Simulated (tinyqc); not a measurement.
Inside a calculation. Method: extended Hueckel theory, for CO. Computed by tinyqc, a small Python program that keeps every step (integrals from PySCF). Settings: charge = 0, K = 1.5, weighted = 1, multiplicity = 1. Command: `OMP_NUM_THREADS=1 python tinyqc.py 20876 20877 out.jsonl` (the two numbers bound the seeds that draw the settings). One thread of a shared host (Intel(R) Xeon(R) Processor @ 2.60GHz), about 0.01 s of CPU time with the checks.

## Overlaps

Geometry (angstrom):
```
atom         x         y         z
C     0.000000  0.000000  0.000000
O     0.000000  0.000000  1.273000
```

Parameters chosen for this run:
```
element  shell  Slater exponent   H_ii (eV)
O           2s         2.275000  -32.300000
O           2p         2.275000  -14.800000
C           2s         1.625000  -21.400000
C           2p         1.625000  -11.400000
```

Slater orbitals, each expanded in six Gaussians scaled to its exponent.

overlap S:
```
            1C 2s    1C 2px    1C 2py     1C 2pz     2O 2s    2O 2px    2O 2py     2O 2pz
1C 2s    1.000000  0.000000  0.000000   0.000000  0.345672  0.000000  0.000000  -0.292040
1C 2px   0.000000  1.000000  0.000000   0.000000  0.000000  0.192971  0.000000   0.000000
1C 2py   0.000000  0.000000  1.000000   0.000000  0.000000  0.000000  0.192971   0.000000
1C 2pz   0.000000  0.000000  0.000000   1.000000  0.432617  0.000000  0.000000  -0.304947
2O 2s    0.345672  0.000000  0.000000   0.432617  1.000000  0.000000  0.000000   0.000000
2O 2px   0.000000  0.192971  0.000000   0.000000  0.000000  1.000000  0.000000   0.000000
2O 2py   0.000000  0.000000  0.192971   0.000000  0.000000  0.000000  1.000000   0.000000
2O 2pz  -0.292040  0.000000  0.000000  -0.304947  0.000000  0.000000  0.000000   1.000000
```

## Wolfsberg-Helmholz matrix

diagonal H_ii (eV): 1C 2s -21.400000, 1C 2px -11.400000, 1C 2py -11.400000, 1C 2pz -11.400000, 2O 2s -32.300000, 2O 2px -14.800000, 2O 2py -14.800000, 2O 2pz -14.800000

K = 1.500000

H_ij = K' S_ij (H_ii + H_jj)/2 for i != j (the diagonal keeps H_ii), with K' = K + D^2 + D^4 (1 - K), D = (H_ii - H_jj)/(H_ii + H_jj), K = 1.5.

H (eV):
```
             1C 2s      1C 2px      1C 2py      1C 2pz       2O 2s      2O 2px      2O 2py      2O 2pz
1C 2s   -21.400000    0.000000    0.000000    0.000000  -14.296438    0.000000    0.000000    8.101683
1C 2px    0.000000  -11.400000    0.000000    0.000000    0.000000   -3.834092    0.000000    0.000000
1C 2py    0.000000    0.000000  -11.400000    0.000000    0.000000    0.000000   -3.834092    0.000000
1C 2pz    0.000000    0.000000    0.000000  -11.400000  -16.093877    0.000000    0.000000    6.058918
2O 2s   -14.296438    0.000000    0.000000  -16.093877  -32.300000    0.000000    0.000000    0.000000
2O 2px    0.000000   -3.834092    0.000000    0.000000    0.000000  -14.800000    0.000000    0.000000
2O 2py    0.000000    0.000000   -3.834092    0.000000    0.000000    0.000000  -14.800000    0.000000
2O 2pz    8.101683    0.000000    0.000000    6.058918    0.000000    0.000000    0.000000  -14.800000
```

## Orbitals

valence electrons = 10

Solve H C = S C e through S^(-1/2); fill by pairs from the bottom, a degenerate level sharing its electrons equally; each orbital has its largest coefficient positive (the first on a tie).

orbital energies (eV): -33.154000  -19.657418  -15.038742  -15.038742  -13.862454  -10.637653  -10.637653  10.204195

occupations: 2.000000  2.000000  2.000000  2.000000  2.000000  0.000000  0.000000  0.000000

coefficients:
```
             MO1        MO2       MO3        MO4        MO5        MO6        MO7        MO8
1C 2s   0.215670   0.808410  0.000000   0.000000   0.379731   0.000000   0.000000   0.743063
1C 2px  0.000000   0.000000  0.204275  -0.120896   0.000000  -0.494939   0.858702   0.000000
1C 2py  0.000000   0.000000  0.120896   0.204275   0.000000   0.858702   0.494939   0.000000
1C 2pz  0.076970  -0.282155  0.000000   0.000000  -0.430721   0.000000   0.000000   1.127623
2O 2s   0.874025  -0.310280  0.000000   0.000000   0.040119   0.000000   0.000000  -0.855678
2O 2px  0.000000   0.000000  0.797493  -0.471980   0.000000   0.211816  -0.367493   0.000000
2O 2py  0.000000   0.000000  0.471980   0.797493   0.000000  -0.367493  -0.211816   0.000000
2O 2pz  0.035563  -0.389180  0.000000   0.000000   0.800228   0.000000   0.000000   0.742894
```

sum of one-electron energies = -193.502712 eV

Within a degenerate level the vectors are fixed only up to a rotation; this is one choice.

## Mulliken analysis

P = C n C^T; charge = valence electrons (O 6, C 4) minus the sum of (P S)_ii on the atom; overlap population = 2 sum P_ij S_ij between two atoms.

charges: 1C 1.144434, 2O -1.144434

Overlap populations:
```
pair     value
2-1   0.799209
```
